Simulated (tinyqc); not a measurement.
Orbital energy against energy difference: ionisation energy by orbital energies and by energy differences in the 6-31g* basis, for LiH, spin multiplicity 1. Computed by the program tinyqc with PySCF. The cation is unrestricted; errors are against CCSD(T) in this basis, not against experiment.

Geometry (angstrom):

| atom | x | y | z |
|---|---|---|---|
| Li | 0.0000 | 0.0000 | 0.0000 |
| H | 0.0000 | 0.0000 | 1.4130 |

CCSD(T) difference in the same basis = 7.8896 eV

IP-EOM-CCSD = 7.8894 eV

First vertical ionisation energy (eV):

| method | -e(HOMO) | E(cation) - E | error of -e(HOMO) | error of the difference |
|---|---|---|---|---|
| HF | 8.434 | 7.29902 | 0.544 | -0.591 |
| LDA | 4.510 | 8.50367 | -3.380 | 0.614 |
| PBE | 4.503 | 8.34700 | -3.387 | 0.457 |
| B3LYP | 5.480 | 8.59157 | -2.410 | 0.702 |
| PBE0 | 5.615 | 8.30585 | -2.275 | 0.416 |
| LC-wPBE | 8.375 | 8.38735 | 0.485 | 0.498 |

Estimate the missing row, method = CAM-B3LYP.

Computed row:
```
method     -e(HOMO)  E(cation) - E  error of -e(HOMO)  error of the difference
CAM-B3LYP     7.050        8.57552             -0.839                    0.686
```

Koopmans errs by +0.54 eV and Delta-HF by -0.59 eV: relaxation, 1.13 eV, lowers the value and the missing correlation difference works against it. The PBE level is off by -3.4 eV through the wrong tail of its potential, though its energy difference is off by +0.46 eV; exact exchange deepens the level, and among the orbital energies LC-wPBE comes closest; among the differences PBE0 does.
